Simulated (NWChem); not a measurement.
All runs are NWChem calculations. System: chlorine (Cl2), charge 0, spin multiplicity 1, at a geometry optimised with PBE0/def2-SVP. Level: CCSD(T)/aug-pcseg-1, 10 core orbitals frozen.

Job file:

```
start mol
memory heap 100 mb stack 700 mb global 1900 mb
geometry units angstroms nocenter noautoz
  Cl     0.000000     0.000000     1.012768
  Cl     0.000000     0.000000    -1.012768
  symmetry group D2h
end
basis spherical
  * library aug-pcseg-1
end
scf
  rhf
  nopen 0
  maxiter 100
  thresh 1e-7
  semidirect memsize 60000000 filesize 0
end
tce
  freeze core 10
  ccsd(t)
  2eorb
  2emet 13
  thresh 1e-6
  maxiter 100
  tilesize 24
end
task tce energy
```

Output (cleaned and shortened):

```
             Northwest Computational Chemistry Package (NWChem) 7.3.0
             --------------------------------------------------------

                                NWChem Input Module
                                -------------------

 Scaling coordinates for geometry "geometry" by  1.889725989
 (inverse scale =  0.529177249)

 Turning off AUTOSYM since
 SYMMETRY directive was detected!

                             Geometry "geometry" -> ""
                             -------------------------

 Output coordinates in angstroms (scale by  1.889725989 to convert to a.u.)

  No.       Tag          Charge          X              Y              Z
 ---- ---------------- ---------- -------------- -------------- --------------
    1 Cl                  17.0000     0.00000000     0.00000000     1.01276800
    2 Cl                  17.0000     0.00000000     0.00000000    -1.01276800

 Effective nuclear repulsion energy (a.u.)      75.5021016466

            Nuclear Dipole moment (a.u.)
            ----------------------------
        X                 Y               Z
 ---------------- ---------------- ----------------
     0.0000000000     0.0000000000     0.0000000000

      Symmetry information
      --------------------

 Group name             D2h
 Group number             26
 Group order               8
 No. of unique centers     1

      Symmetry unique atoms

     1


 Summary of "ao basis" -> "" (spherical)
 ------------------------------------------------------------------------------
       Tag                 Description            Shells   Functions and Types
 ---------------- ------------------------------  ------  ---------------------
 *                        aug-pcseg-1                 on all atoms

 Summary of "ao basis" -> "ao basis" (spherical)
 ------------------------------------------------------------------------------
       Tag                 Description            Shells   Functions and Types
 ---------------- ------------------------------  ------  ---------------------
 Cl                       aug-pcseg-1               11       27   5s4p2d

                                 NWChem SCF Module
                                 -----------------

  ao basis        = "ao basis"
  functions       =    54
  atoms           =     2
  closed shells   =    17
  open shells     =     0
  charge          =   0.00
  wavefunction    = RHF
  use symmetry    = T
  symmetry adapt  = T

 Summary of "ao basis" -> "ao basis" (spherical)
 ------------------------------------------------------------------------------
       Tag                 Description            Shells   Functions and Types
 ---------------- ------------------------------  ------  ---------------------
 Cl                       aug-pcseg-1               11       27   5s4p2d

      Symmetry analysis of basis
      --------------------------

        ag         13
        au          2
        b1g         2
        b1u        13
        b2g         6
        b2u         6
        b3g         6
        b3u         6

 Forming initial guess at       0.0s

      Superposition of Atomic Density Guess
      -------------------------------------

 Sum of atomic energies:        -918.87615260

      Non-variational initial energy
      ------------------------------

 Total energy =    -918.978919
 1-e energy   =   -1420.709798
 2-e energy   =     426.228777
 HOMO         =      -0.355622
 LUMO         =      -0.126618

      Symmetry analysis of molecular orbitals - initial
      -------------------------------------------------

 !! scf_movecs_sym_adapt:   32 vectors were symmetry contaminated

  Symmetry fudging

 !! scf_movecs_sym_adapt:   32 vectors were symmetry contaminated

  Numbering of irreducible representations:

     1 ag          2 au          3 b1g         4 b1u         5 b2g
     6 b2u         7 b3g         8 b3u

  Orbital symmetries:

     1 b1u         2 ag          3 ag          4 b1u         5 ag
     6 b1u         7 b3u         8 b2u         9 b3g        10 b2g
    11 ag         12 b1u        13 ag         14 b3u        15 b2u
    16 b3g        17 b2g        18 b1u        19 b1u        20 ag
    21 b2u        22 b3u        23 b2g        24 b3g        25 ag
    26 b1u        27 ag

 Starting SCF solution at       0.3s

 ----------------------------------------------
         Quadratically convergent ROHF

 Convergence threshold     :          1.000E-07
 Maximum no. of iterations :          100
 Final Fock-matrix accuracy:          1.000E-09
 ----------------------------------------------

              iter       energy          gnorm     gmax       time
             ----- ------------------- --------- --------- --------
                 1     -918.8735935009  4.39D-01  2.01D-01      0.3
                 2     -918.8885117909  9.81D-02  2.97D-02      0.3
                 3     -918.8896130912  4.91D-03  1.58D-03      0.3
                 4     -918.8896152654  4.25D-06  1.57D-06      0.3
                 5     -918.8896152654  6.23D-09  2.86D-09      0.4

       Final RHF  results
       ------------------

         Total SCF energy =   -918.889615265399
      One-electron energy =  -1420.206805015931
      Two-electron energy =    425.815088103900
 Nuclear repulsion energy =     75.502101646632

        Time for solution =      0.1s

       Symmetry analysis of molecular orbitals - final
       -----------------------------------------------

  Numbering of irreducible representations:

     1 ag          2 au          3 b1g         4 b1u         5 b2g
     6 b2u         7 b3g         8 b3u

  Orbital symmetries:

     1 b1u         2 ag          3 ag          4 b1u         5 ag
     6 b1u         7 b2u         8 b3u         9 b2g        10 b3g
    11 ag         12 b1u        13 ag         14 b2u        15 b3u
    16 b3g        17 b2g        18 b1u        19 b1u        20 ag
    21 b3u        22 b2u        23 b3g        24 b2g        25 ag
    26 b1u        27 ag

             Final eigenvalues
             -----------------

              1
    1 -104.8657
    2 -104.8657
    3  -10.6043
    4  -10.6041
    5   -8.0844
    6   -8.0842
    7   -8.0794
    8   -8.0794
    9   -8.0794
   10   -8.0794
   11   -1.2110
   12   -1.0174
   13   -0.5948
   14   -0.5680
   15   -0.5680
   16   -0.4515
   17   -0.4515
   18    0.0098
   19    0.0833
   20    0.0952
   21    0.1008
   22    0.1008
   23    0.1248
   24    0.1248
   25    0.1302
   26    0.2435
   27    0.2641

                       ROHF Final Molecular Orbital Analysis
                       -------------------------------------

 Vector   15  Occ=2.000000D+00  E=-5.680252D-01  Symmetry=b3u
              MO Center=  2.7D-18,  2.7D-30,  3.1D-17, r^2= 2.0D+00
   Bfn.  Coefficient  Atom+Function         Bfn.  Coefficient  Atom+Function
  ----- ------------  ---------------      ----- ------------  ---------------
     9      0.538376  1 Cl px                36      0.538376  2 Cl px
    12      0.218187  1 Cl px                39      0.218187  2 Cl px
     6     -0.203596  1 Cl px                33     -0.203596  2 Cl px

 Vector   16  Occ=2.000000D+00  E=-4.514751D-01  Symmetry=b3g
              MO Center= -2.1D-34,  4.9D-19,  2.8D-16, r^2= 2.3D+00
   Bfn.  Coefficient  Atom+Function         Bfn.  Coefficient  Atom+Function
  ----- ------------  ---------------      ----- ------------  ---------------
    10      0.587719  1 Cl py                37     -0.587719  2 Cl py
    13      0.306861  1 Cl py                40     -0.306861  2 Cl py
     7     -0.218576  1 Cl py                34      0.218576  2 Cl py

 Vector   17  Occ=2.000000D+00  E=-4.514751D-01  Symmetry=b2g
              MO Center= -6.3D-17, -6.3D-33,  3.3D-17, r^2= 2.3D+00
   Bfn.  Coefficient  Atom+Function         Bfn.  Coefficient  Atom+Function
  ----- ------------  ---------------      ----- ------------  ---------------
     9      0.587719  1 Cl px                36     -0.587719  2 Cl px
    12      0.306861  1 Cl px                39     -0.306861  2 Cl px
     6     -0.218576  1 Cl px                33      0.218576  2 Cl px

 Vector   18  Occ=0.000000D+00  E= 9.810424D-03  Symmetry=b1u
              MO Center= -2.5D-17, -5.6D-17, -4.2D-15, r^2= 6.5D+00
   Bfn.  Coefficient  Atom+Function         Bfn.  Coefficient  Atom+Function
  ----- ------------  ---------------      ----- ------------  ---------------
     5      1.232714  1 Cl s                 32     -1.232714  2 Cl s
    17     -0.678915  1 Cl pz                44     -0.678915  2 Cl pz
    14     -0.632034  1 Cl pz                41     -0.632034  2 Cl pz
    11     -0.451926  1 Cl pz                38     -0.451926  2 Cl pz
     4      0.306845  1 Cl s                 31     -0.306845  2 Cl s

 Vector   19  Occ=0.000000D+00  E= 8.333324D-02  Symmetry=b1u
              MO Center=  1.2D-18,  9.8D-20, -3.5D-16, r^2= 1.8D+01
   Bfn.  Coefficient  Atom+Function         Bfn.  Coefficient  Atom+Function
  ----- ------------  ---------------      ----- ------------  ---------------
     5      3.961011  1 Cl s                 32     -3.961011  2 Cl s
    17     -1.912709  1 Cl pz                44     -1.912709  2 Cl pz
    25      0.362584  1 Cl d  0              52     -0.362584  2 Cl d  0
    11      0.338728  1 Cl pz                38      0.338728  2 Cl pz
    14     -0.331523  1 Cl pz                41     -0.331523  2 Cl pz

 Vector   20  Occ=0.000000D+00  E= 9.515319D-02  Symmetry=ag
              MO Center=  9.1D-19,  9.8D-35,  3.0D-15, r^2= 1.5D+01
   Bfn.  Coefficient  Atom+Function         Bfn.  Coefficient  Atom+Function
  ----- ------------  ---------------      ----- ------------  ---------------
    17      0.975221  1 Cl pz                44     -0.975221  2 Cl pz
     5      0.901068  1 Cl s                 32      0.901068  2 Cl s
     4     -0.423244  1 Cl s                 31     -0.423244  2 Cl s
    14     -0.194485  1 Cl pz                41      0.194485  2 Cl pz

 center of mass
 --------------
 x =   0.00000000 y =   0.00000000 z =   0.00000000

 moments of inertia (a.u.)
 ------------------
         256.170407256312           0.000000000000           0.000000000000
           0.000000000000         256.170407256312           0.000000000000
           0.000000000000           0.000000000000           0.000000000000

  Mulliken analysis of the total density
  --------------------------------------

    Atom       Charge   Shell Charges
 -----------   ------   -------------------------------------------------------
    1 Cl  17    17.00   2.00  2.00  1.23  0.77 -0.00  5.99  3.67  1.32 -0.02  0.04 -0.01
    2 Cl  17    17.00   2.00  2.00  1.23  0.77 -0.00  5.99  3.67  1.32 -0.02  0.04 -0.01

       Multipole analysis of the density wrt the origin
       ------------------------------------------------

     L   x y z        total         open         nuclear
     -   - - -        -----         ----         -------
     0   0 0 0     -0.000000      0.000000     34.000000

     1   1 0 0      0.000000      0.000000      0.000000
     1   0 1 0      0.000000      0.000000      0.000000
     1   0 0 1      0.000000      0.000000      0.000000

     2   2 0 0    -19.346792      0.000000      0.000000
     2   1 1 0      0.000000      0.000000      0.000000
     2   1 0 1     -0.000000      0.000000      0.000000
     2   0 2 0    -19.346792      0.000000      0.000000
     2   0 1 1      0.000000      0.000000      0.000000
     2   0 0 2    -16.431808      0.000000    124.536464

                   NWChem Extensible Many-Electron Theory Module
                   ---------------------------------------------


            General Information
            -------------------
      Number of processors :     1
         Wavefunction type : Restricted Hartree-Fock
          No. of electrons :    34
           Alpha electrons :    17
            Beta electrons :    17
           No. of orbitals :   108
            Alpha orbitals :    54
             Beta orbitals :    54
        Alpha frozen cores :    10
         Beta frozen cores :    10
     Alpha frozen virtuals :     0
      Beta frozen virtuals :     0
         Spin multiplicity : singlet
    Number of AO functions :    54
       Number of AO shells :    22
        Use of symmetry is : on
      Symmetry adaption is : on
         Schwarz screening : 0.10D-09

          Correlation Information
          -----------------------
          Calculation type : Coupled-cluster singles & doubles w/ perturbation
   Perturbative correction : (T)
            Max iterations :      100
        Residual threshold : 0.10D-05
     T(0) DIIS level shift : 0.00D+00
     L(0) DIIS level shift : 0.00D+00
     T(1) DIIS level shift : 0.00D+00
     L(1) DIIS level shift : 0.00D+00
     T(R) DIIS level shift : 0.00D+00
     T(I) DIIS level shift : 0.00D+00
   CC-T/L Amplitude update :  5-th order DIIS
                I/O scheme : Global Array Library
        L-threshold :  0.10D-05
        EOM-threshold :  0.10D-05
 no EOMCCSD initial starts read in
 TCE RESTART OPTIONS
 SLICE:      F
 D4D5:       F
 quantumc:   F
 qrotation:  F
 pwtce:      F
 qducc:      F
 nacto:                         0
 nrotv:                         0
 nrot:                          0

            Memory Information
            ------------------
          Available GA space size is     249033884 doubles
          Available MA space size is     104854892 doubles

 Maximum block size supplied by input
 Maximum block size        24 doubles

 tile_dim =      9

 -------------------------------------------------

 Global array virtual files algorithm will be used

 Parallel file system coherency ......... OK

 4-electron integrals stored in orbital form

 v2    file size   =           100105
 4-index algorithm nr.  13 is used
 imaxsize =       30
 imaxsize ichop =        0


CCSD iterations
 ---------------------------------------------------------
 Iter          Residuum       Correlation     Cpu    Wall
 ---------------------------------------------------------
    1   0.1134630932087  -0.2802749476321     1.5     1.5
    2   0.0317427737170  -0.2992163255358     1.4     1.4
    3   0.0113309203417  -0.3037837247922     1.2     1.2
    4   0.0045447031250  -0.3049696993513     1.2     1.2
    5   0.0020045606318  -0.3054161641720     1.1     1.1
    6   0.0005048040117  -0.3056792679300     1.2     1.2
    7   0.0002557621804  -0.3056845707020     1.2     1.2
    8   0.0001537701293  -0.3056849874440     1.4     1.4
    9   0.0000951402938  -0.3056854278380     1.4     1.4
   10   0.0000595991535  -0.3056858316315     1.4     1.4
   11   0.0000054825172  -0.3056864558475     1.2     1.2
   12   0.0000020007362  -0.3056866398939     1.2     1.2
   13   0.0000008858616  -0.3056867515930     1.4     1.4
 -----------------------------------------------------------------
 Iterations converged
 CCSD correlation energy / hartree =        -0.305686751593020
 CCSD total energy / hartree       =      -919.195302016992287

 Singles contributions

 Doubles contributions
 CCSD(T)
 Using plain CCSD(T) code
             total no. of tasks         5376
 total no. of tasks / no. procs         5376
                         wl_min            8           1.4
                         wl_max         5184           4.2
        thresh for no. of tasks         5376

 CCSD[T]  correction energy / hartree =        -0.008929253326600
 CCSD[T] correlation energy / hartree =        -0.314616004919620
 CCSD[T] total energy / hartree       =      -919.204231270318928
 CCSD(T)  correction energy / hartree =        -0.008745886257281
 CCSD(T) correlation energy / hartree =        -0.314432637850301
 CCSD(T) total energy / hartree       =      -919.204047903249602

 Task  times  cpu:       21.5s     wall:       21.5s

 Total times  cpu:       21.6s     wall:       21.6s
```
